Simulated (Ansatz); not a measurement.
**Ir (fcc): energy against volume**

All numbers below come from Ansatz, DFT, revPBE, plane waves (420 eV) with PAW, scalar-relativistic. The PAW files were generated under PBE, with cores re-solved for the functional.

The cell is scaled uniformly from the relaxed one, with fractional coordinates and shape fixed. Energies are extrapolated to zero smearing, pressures are those at the given smearing. Magnetic state: non-magnetic.

A Birch-Murnaghan fit gives V₀ = 14.62 Å³/atom, B₀ = 336 GPa, B₀′ = 5.1.

(1) What are the energy above the minimum and the pressure at 12.877 Å³/atom?

(2) What are the energy above the minimum and the pressure at 14.048 Å³/atom?

(3) What are the energy above the minimum and the pressure at 15.219 Å³/atom?

Results:

(1) 281.8 meV/atom and 58.97 GPa as computed.

(2) 25.3 meV/atom and 14.90 GPa as computed.

(3) 23.8 meV/atom and -12.16 GPa as computed.
